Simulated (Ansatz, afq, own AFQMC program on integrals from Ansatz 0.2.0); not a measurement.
## Where AFQMC and coupled cluster stand for CH2Si, singlet

```yaml
atoms:
  - { symbol: Si, position_ang: [0.0000, 0.0000, 0.4697] }
  - { symbol: C, position_ang: [0.0000, 0.0000, -1.3049] }
  - { symbol: H, position_ang: [0.0000, 1.2713, 1.2312] }
  - { symbol: H, position_ang: [0.0000, -1.2713, 1.2312] }
```

Connectivity, by distances: SiH2–C.

Basis cc-pVDZ. Noble-gas cores (and the filled d shells of Ga–Kr and In–Xe) are frozen. AFQMC by an in-house program on the Cholesky factors that Ansatz 0.2.0 writes for its CCSD(T) run. The CISD trial takes its coefficients from CCSD amplitudes. Released means that phaseless walkers are propagated on without the constraint, phases kept. Error bars are statistical, one sigma.

Determinant: RHF, the one that the program's search chose, which needn't be the lowest solution. The geometry is a point of a scan.

No full CI on the walks' own integrals is used here; CCSDT(Q) serves as the reference and is uncertain by about the last step of the cluster series.

Cautions: higher spins were not checked; restricted determinant unstable towards unrestricted (UHF 551 meV lower, ⟨S²⟩ 1.12); strong correlation (T1 0.024, weight of the determinant 0.84, largest double 0.17).

The T1 diagnostic is 0.0238. The weight of the determinant in the CISD state is 0.841 and the size of the correlated space is 10 electrons in 36 orbitals.

| level | correlation energy (eV) |
| --- | --- |
| MP2 | -5.3569 |
| CCSD | -6.5088 |
| CCSD(T) | -6.7842 |

(1) Estimate where phaseless AFQMC with a CISD trial lies against CCSD(T) on the same integrals.

(1) 2.18 ± 0.67 mEh below CCSD(T).

Reference: CCSDT(Q), correlation energy -6.851 eV. The released energy is read at 2.40 1/Eh (meV from the phaseless value at times in 1/Eh: -26 ± 26 at 0.24, -22 ± 24 at 0.51, -4 ± 20 at 0.99, -16 ± 23 at 1.62, 2 ± 34 at 2.40).

| level | E − E(reference) (mEh) | share of correlation (%) |
| --- | --- | --- |
| CCSD(T) | 2.45 | 99.03 |
| CCSDT | 0.92 | 99.64 |
| ph-AFQMC/CISD | 0.27 ± 0.67 | 99.89 |
| released AFQMC | 0.33 ± 1.24 | 99.87 |

A walk keeps the symmetry of its determinant, which the program's search chose and which needn't be the lowest solution, so a lower state of the same spin and another symmetry isn't excluded. Released energies are given only where the last usable release times agree within the noise; a slower fall can still hide under it.
